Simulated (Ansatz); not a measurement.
A calculation with Ansatz (development build ahead of 0.2.0).

```yaml
crystal:
  periodic: [false, false, false]
  atoms:
    - { symbol: B, position_ang: [-0.03326, -0.03702, -0.64968] }
    - { symbol: H, position_ang: [0.0235, -0.04104, 0.62862] }
basis:
  gaussian: { orbitals: def2-SVP }
total_charge: -1
magnetization:
  initial_magnetization: 1
hamiltonian:
  xc: hf
correlation:
  method: mp2
  frozen_orbitals: { B: 1, H: 0 }
```

The input is written out in the form of the current development build from the run's settings. Correlation on restricted open-shell orbitals is semicanonical, with singles.

The run gave:

```
Converged                                                          : yes
Reference energy                                                   : -25.06655 hartree
Correlation energy                                                 : -0.06958 hartree
Total energy                                                       : -25.13613 hartree
Spin squared of the determinant                                    : 0.750
Stability test                                                     : minimum among restricted orbitals
Occupied orbitals by symmetry in an Abelian subgroup (alpha; beta) : 3 A1 1 B1; 3 A1
```

Messages of the program:
```
mean field -682.09554164 eV, -25.0665488143 hartree, gradient 5.8e-6 eV, S^2 0.750000; 2 other ends of a descent, 0 dependent functions left out
```

Caution: no diffuse functions for an anion.
